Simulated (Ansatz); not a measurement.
A made-up structure of BH2O2 (charge -1), singlet:

| atom | x (Å) | y (Å) | z (Å) |
| --- | --- | --- | --- |
| O1 | -0.1070 | -1.4046 | -0.2894 |
| B2 | -0.3529 | -0.1441 | -0.1936 |
| O3 | 0.5404 | 0.8203 | 0.3982 |
| H4 | -1.3763 | 0.4425 | -0.5850 |
| H5 | -0.2420 | -2.1355 | 0.3338 |

It is relaxed with PBE-D4/def2-SVPD and then PBE0-D4/def2-TZVPD (Ansatz 0.2.0). Atoms count as bonded within 1.22 times the sum of their covalent radii (H–H: 0.88 Å). The end point is not checked to be a true minimum.

Does its bonding change? (A judgement: the text doesn't fix the answer.)

By the calculation: No: no bond forms or breaks.

Where it ends: The first stage lowers the energy by 1.47 eV in 9 steps. It ends as BH₂O₂ ([O][BH][OH]), total charge -1:
O1  (-0.549, -1.504, -0.227)
B2  (-0.400, -0.073, -0.137)
O3  (0.535, 0.524, 0.517)
H4  (-1.312, 0.469, -0.785)
H5  (0.189, -1.837, 0.296)
(Å)

Labels in which every atom is bracketed show which atoms are joined, not bond orders.

For scale, one of the runs: PBE0-D4/def2-TZVPD relaxation, 135 basis functions, launched by `ansatz run in.yaml --threads 2 --pin off --events-out ev --progress --plain --max-ram 4352MiB`. Hardware: 2 CPU threads of an AMD EPYC 7B13, shared host. Wall time about 7 s.
